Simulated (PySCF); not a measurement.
From results back to the method.

Species: N2.
SMILES: `N#N`

The closed-shell ground state was solved 4 times with PySCF (density fitting, gas phase), always in the pcSseg-2 basis (72 functions), with these functionals: B97-2, KT3, PBE0 and wB97X-D. Isolated species at its PBE0-D3(BJ)/def2-TZVP geometry, gas phase.

```csv
row,total energy (Eh),HOMO (eV),LUMO (eV)
P,-109.5290,-11.87,-0.60
Q,-109.4446,-12.20,-0.48
R,-111.1634,-10.46,-1.73
S,-109.5311,-14.25,1.47
```

Problem. Which functional belongs to which row?

Solution. P = B97-2, Q = PBE0, R = KT3, S = wB97X-D. By rising HOMO–LUMO gap: KT3 (GGA) 8.73 eV; B97-2 (global hybrid, 21 % exact exchange) 11.27 eV; PBE0 (global hybrid, 25 % exact exchange) 11.72 eV; wB97X-D (range-separated hybrid) 15.72 eV. Total energies of different functionals aren't bounds to one another; each is stationary for its own functional.

Note: wB97X-D ran without an empirical dispersion term, which enters the total energy and its gradient alone.
